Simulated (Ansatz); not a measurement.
Born–Oppenheimer molecular dynamics of H$_{6}$Si$_{2}$ (8 atoms, charge 0, multiplicity 1). It starts at the highest image of a converged band, a first-order saddle point between two minima.

Theory: Ansatz 0.2.0, RKS PBE0-D4/6-31G*.

| Property | Result |
| --- | --- |
| ensemble | NVE (velocity Verlet) |
| time step | 0.5 fs |
| steps asked | 200 |
| starting velocities drawn for | 100 K |
| seed | 6074 |

First frame:

```xyz
8
Properties=species:S:1:pos:R:3
Si 0.080 -0.006 0.342
H -0.386 0.331 1.717
Si 2.428 0.006 0.236
H 2.944 -1.341 -0.139
H 2.904 0.988 -0.779
H 3.012 0.379 1.556
H -0.491 0.994 -0.605
H -0.454 -1.351 -0.017
```

(1) How far do the bonds stretch over the last three quarters of this one trajectory? (Pairs bonded in most of those frames.)

## Answers

(1) 
```json
{"bond": "Si1–H2", "mean (Å)": "1.492", "spread (Å)": "0.012", "shortest": "1.47", "longest": "1.51"}
{"bond": "Si1–Si3", "mean (Å)": "2.347", "spread (Å)": "0.011", "shortest": "2.33", "longest": "2.37"}
{"bond": "Si1–H7", "mean (Å)": "1.491", "spread (Å)": "0.023", "shortest": "1.46", "longest": "1.52"}
{"bond": "Si1–H8", "mean (Å)": "1.490", "spread (Å)": "0.009", "shortest": "1.48", "longest": "1.50"}
{"bond": "Si3–H4", "mean (Å)": "1.492", "spread (Å)": "0.030", "shortest": "1.45", "longest": "1.54"}
{"bond": "Si3–H5", "mean (Å)": "1.491", "spread (Å)": "0.005", "shortest": "1.48", "longest": "1.50"}
{"bond": "Si3–H6", "mean (Å)": "1.492", "spread (Å)": "0.015", "shortest": "1.47", "longest": "1.51"}
```

Mean temperature of the second half: 65 K. The conserved energy stayed within 0.057 meV per atom of its start (net change 0.054 meV per atom), so the integration is sound. A run of 0.1 ps of so small a system gives no equilibrium averages. The orbitals stay closed-shell, which can raise the energy where a bond breaks towards radicals; this wasn't checked here.

Time of the run: 4.8 min on 1 thread of Arm Neoverse V2 (shared host), peak memory 0.095 GiB.
